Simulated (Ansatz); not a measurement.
## A cut through the energy surface

CH₃FO (SMILES OCF), singlet, at its PBE0-D4/def2-TZVP minimum:

```xyz
6
angstrom
O -0.7940 -0.6972 -0.2474
C 0.2502 0.0490 0.2308
F -0.0941 1.3832 0.3238
H -0.9287 -0.4951 -1.1780
H 1.1368 0.0049 -0.4125
H 0.4721 -0.3088 1.2373
```

The dihedral angle H4–O1–C2–F3 (70.7° at the minimum) is set to the values below, the two halves turning rigidly about the central bond. Each method's energies count from its own value at the PBE0-D4 minimum structure. Program: Ansatz 0.2.0. Basis: def2-TZVPP. Cores are frozen in the correlated methods. B3LYP uses VWN-RPA correlation.

CCSD(T) energies along the scan:
```csv
dihedral angle (°),CCSD(T) (kcal/mol)
-142.5,5.120
-102.5,2.288
-62.5,1.416
-22.5,3.467
17.5,3.080
57.5,0.281
97.5,1.043
137.5,4.583
177.5,6.405
```
They count from the CCSD(T) energy at the PBE0-D4 minimum.

Largest difference from the CCSD(T) curve over the scan: r2SCAN-D4 0.162; PBE0-D4 0.089; B3LYP-D4 0.103 kcal/mol. Each curve counts from its own value at the minimum.

T1 diagnostic: at most 0.012.

For scale, one of the runs: CCSD(T)/def2-TZVPP, 135 basis functions (an equivalent command: `ansatz run in.yaml --threads 2`). Hardware: 2 CPU threads, shared host. Wall time 21 s; peak host memory 0.79 GiB.
